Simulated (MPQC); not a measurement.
# C2H8N2 (1,2-dimethylhydrazine): HF/3-21G

Aim: the vertical ionisation energy of C2H8N2 (1,2-dimethylhydrazine) at HF/3-21G, from 2 runs. 

The calculation is run with MPQC 2.3.1.

8 further runs of the same task are left out: 4 that didn't finish, 4 set aside as unsound or not needed.

**1. The system as given**

The species is C2H8N2 (12 atoms), meant as a singlet with charge 0. As SMILES, `CNNC`. The coordinates come from a PBE0-D4/def2-TZVP relaxation. This is one conformer, not always the lowest.

Bond lengths: C1–N2 1.449 Å, N2–N3 1.406 Å, N3–C4 1.449 Å, C1–H5 1.100 Å, C1–H6 1.092 Å, C1–H7 1.094 Å, N2–H8 1.011 Å, N3–H9 1.011 Å, C4–H10 1.100 Å, C4–H11 1.094 Å, C4–H12 1.092 Å. Some angles: C1–N2–N3 117.1°, N2–N3–C4 117.1°, C1–N2–H8 111.1°, N3–N2–H8 107.8°, N2–C1–H5 115.4°, N2–C1–H6 108.1°, N2–C1–H7 109.5°, N2–N3–H9 107.8°, C4–N3–H9 111.1°, N3–C4–H10 115.4°.

**2. The energy at HF/3-21G**

mol.in

```
molecule<Molecule>: (
  symmetry = c1
  unit = angstrom
  { atoms geometry } = {
    C  [ -1.080800       0.964670      -0.249390 ]
    N  [ -0.854860      -0.036820       0.772500 ]
    N  [ 0.460130      -0.508810       0.926440 ]
    C  [ 1.204520      -0.793650      -0.283120 ]
    H  [ -0.832040       0.656880      -1.275390 ]
    H  [ -2.137250       1.240970      -0.226540 ]
    H  [ -0.500310       1.861790      -0.015120 ]
    H  [ -1.456830      -0.837870       0.635930 ]
    H  [ 0.957460       0.147610       1.513360 ]
    H  [ 1.351280       0.060870      -0.959530 ]
    H  [ 0.699840      -1.586040      -0.843560 ]
    H  [ 2.188870      -1.169600       0.004410 ]
  }
)
basis<GaussianBasisSet>: (
  name = "3-21G"
  molecule = $:molecule
  basisdir = "."
  puream = yes
)
mpqc: (
  checkpoint = no
  savestate = no
  restart = no
  do_energy = yes
  do_gradient = no
  optimize = no
  mole<CLHF>: (
    molecule = $:molecule
    basis = $:basis
    total_charge = 0
    memory = 1000000000
    print_evals = yes
    print_npa = yes
    maxiter = 120
    value_accuracy = 1e-08
    guess_wavefunction<CLHF>: (
      molecule = $:molecule
      total_charge = 0
      memory = 1000000000
      value_accuracy = 1e-3
      basis<GaussianBasisSet>: (
        name = "3-21G"
        molecule = $:molecule
      )
    )
  )
)
```

The basis set 3-21G is read from a file made from the Basis Set Exchange's data (not shown).

Command:

```bash
mpqc mol.in > mol.out
```

Standard output:

```text
MPQC: Massively Parallel Quantum Chemistry
[...]
  LUMO is    18   A =   0.258723
  total scf energy = -188.1726760679
Value of the MolecularEnergy: -188.1726760679
[...]
      symmetry = c1
[...]
```

It took 6 s on 1 thread of Intel Xeon 6975P-C (Granite Rapids), shared host; peak memory 0.38 GiB.

**3. The doublet cation at the same level**

run.in

```
% emacs should use -*- KeyVal -*- mode
molecule<Molecule>: (
  symmetry = c1
  unit = angstrom
  { atoms geometry } = {
    C  [ -1.080800       0.964670      -0.249390 ]
    N  [ -0.854860      -0.036820       0.772500 ]
    N  [ 0.460130      -0.508810       0.926440 ]
    C  [ 1.204520      -0.793650      -0.283120 ]
    H  [ -0.832040       0.656880      -1.275390 ]
    H  [ -2.137250       1.240970      -0.226540 ]
    H  [ -0.500310       1.861790      -0.015120 ]
    H  [ -1.456830      -0.837870       0.635930 ]
    H  [ 0.957460       0.147610       1.513360 ]
    H  [ 1.351280       0.060870      -0.959530 ]
    H  [ 0.699840      -1.586040      -0.843560 ]
    H  [ 2.188870      -1.169600       0.004410 ]
  }
)
basis<GaussianBasisSet>: (
  name = "3-21G"
  molecule = $:molecule
  basisdir = "."
  puream = yes
)
mpqc: (
  checkpoint = no
  savestate = no
  restart = no
  do_energy = yes
  do_gradient = no
  optimize = no
  mole<UHF>: (
    molecule = $:molecule
    basis = $:basis
    total_charge = 1
    multiplicity = 2
    memory = 1000000000
    print_evals = yes
    print_npa = yes
    maxiter = 120
    value_accuracy = 1e-08
    guess_wavefunction<UHF>: (
      molecule = $:molecule
      total_charge = 1
      multiplicity = 2
      memory = 1000000000
      value_accuracy = 1e-3
      basis<GaussianBasisSet>: (
        name = "MINI (Huzinaga)"
        molecule = $:molecule
      )
    )
  )
)
```

The basis set 3-21G is read from a file made from the Basis Set Exchange's data (not shown).

Command:

```bash
mpqc run.in > run.out
```

Standard output:

```text
MPQC: Massively Parallel Quantum Chemistry
[...]
  <S^2>      = 0.761419
  total scf energy = -187.8734927741
Value of the MolecularEnergy: -187.8734927741
[...]
      symmetry = c1
[...]
      nbasis = 52
[...]
    nalpha = 17
    nbeta = 16
[...]
```

Run time: 29 s. Hardware: 1 thread of Intel Xeon 6975P-C (Granite Rapids), shared host; peak memory 0.53 GiB.

**4. Outcome**

Level: HF/3-21G.

```
                                          quantity          value
                      singlet C2H8N2: total energy  -188.17268 Eh
                       singlet C2H8N2: HOMO energy       -9.71 eV
                       singlet C2H8N2: LUMO energy        7.04 eV
                     singlet C2H8N2: HOMO–LUMO gap       16.76 eV
                      doublet cation: total energy  -187.87349 Eh
                              doublet cation: ⟨S²⟩          0.761
vertical ionisation energy (to the doublet cation)       8.141 eV
```

What this shows: Removing an electron at fixed nuclei costs 8.14 eV (786 kJ/mol). The negative HOMO energy of the first species, 9.71 eV, lies 1.57 eV above that difference.
